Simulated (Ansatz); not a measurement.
One change: `FCC(F)CF` becomes `FCC(F)Cl`.

Ansatz, PBE0-D4/def2-TZVP geometries, multiplicity 1. Each molecule was computed in one conformer, which needn't be the lowest.

```tsv
property	`FCC(F)CF`
HOMO–LUMO gap (PBE/def2-TZVPP) / eV	7.90
HOMO–LUMO gap (PBE0/def2-TZVPP) / eV	10.53
LUMO energy (ωB97M-V/def2-TZVPP) / eV	2.53
HOMO–LUMO gap (B3LYP/def2-TZVPP) / eV	9.94
HOMO energy (B3LYP/def2-TZVPP) / eV	-9.27
size of the dipole moment (ωB97M-V/def2-TZVPP) / D	2.74
```

Give the same properties after the change, and the shifts. (Estimate.)

Ansatz gave: 
```csv
property,`FCC(F)Cl`,shift
HOMO–LUMO gap (PBE/def2-TZVPP) / eV,6.79,-1.11
HOMO–LUMO gap (PBE0/def2-TZVPP) / eV,9.45,-1.08
LUMO energy (ωB97M-V/def2-TZVPP) / eV,2.45,-0.08
HOMO–LUMO gap (B3LYP/def2-TZVPP) / eV,8.89,-1.05
HOMO energy (B3LYP/def2-TZVPP) / eV,-8.86,0.41
size of the dipole moment (ωB97M-V/def2-TZVPP) / D,1.48,-1.26
```

With PBE0 the HOMO rises by 0.38 eV and the LUMO falls by 0.70 eV, so the gap narrows by about 1.08 eV. PBE moves the HOMO by 0.13 eV and ωB97M-V by 0.46 eV. The zero-point energy changes by -79.2 kJ/mol with -9 modes. Dipoles are sizes alone; their direction can turn.

Positive LUMOs are unbound, so they and the gaps depend on the basis.

B3LYP here is the variant with VWN-RPA as its local correlation; programs differ in this.
